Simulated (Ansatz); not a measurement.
**Energy profile**

The step: SiNH₅S ([NH2][SiH2][SH]) → SiNH₃ ([NH][SiH2]) + H₂S; bonds formed: S2–H4; bonds broken: Si1–S2, N3–H4 (atoms numbered as in the saddle structure below).

```tsv
atom	x (Å)	y (Å)	z (Å)
Si1	-0.3529	0.2442	0.7631
S2	1.3334	0.5315	-1.0760
N3	-1.2029	-0.7833	-0.1559
H4	0.2376	-0.3697	-1.2300
H5	0.6180	-0.3045	1.7397
H6	-0.6818	1.6556	1.1181
H7	2.1513	-0.4283	-0.6119
H8	-2.1028	-0.5455	-0.5472
```

Electronic energies by CCSD(T) at an estimated basis limit (MP2 extrapolated from triple and quadruple zeta, plus CCSD(T) − MP2 in triple zeta), on PBE0-D4/def2-TZVP structures; SiNH5S, closed shell; no counterpoise correction. Program: Ansatz 0.2.0. Basis: def2-TZVPP and def2-QZVPP. Cores are frozen in the correlated methods. Extrapolation: Hartree–Fock as exp(−7.88 √X), correlation as X^−2.97.

Give the profile in kJ/mol, counted from the start structure. (To be estimated.)

Computed:
| point | kJ/mol |
| --- | --- |
| start structure | 0.0 |
| saddle | 290.2 |
| end structure | 268.1 |
| separated: SiNH3 (linked as [NH][SiH2]; Si1, N3, H5, H6, H8; singlet) + H2S (S2, H4, H7; singlet) | 287.3 |

No T1 diagnostic of these runs exceeds 0.019. The end structure is not quite a true minimum (one mode of 63i cm⁻¹).

For scale, one of the runs: CCSD(T)/def2-TZVPP, 185 basis functions, launched by `ansatz run in.yaml --threads 2 --pin off --events-out ev --progress --plain --max-ram 4352MiB`. Hardware: 2 CPU threads of an Intel Xeon Platinum 8259CL, shared host. Wall time 29 s; peak host memory 1.8 GiB.
